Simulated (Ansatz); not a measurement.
## Ansatz (development build ahead of 0.2.0) run

```yaml
crystal:
  periodic: [false, false, false]
  atoms:
    - { symbol: C, position_ang: [0.0, 0.0, -0.52281] }
    - { symbol: O, position_ang: [0.0, 0.0, 0.67328] }
    - { symbol: H, position_ang: [0.0, -0.94444, -1.12469] }
    - { symbol: H, position_ang: [0.0, 0.94444, -1.12469] }
basis:
  gaussian: { orbitals: def2-TZVP }
hamiltonian:
  xc: hf
correlation:
  method: mp2
  frozen_orbitals: { C: 1, H: 0, O: 1 }
```

The input is written out in the form of the current development build from the run's settings.

Output:

```
Converged                       : yes
Reference energy                : -113.91629 hartree
Correlation energy              : -0.38805 hartree
Total energy                    : -114.30434 hartree
Spin squared of the determinant : 0.000
```
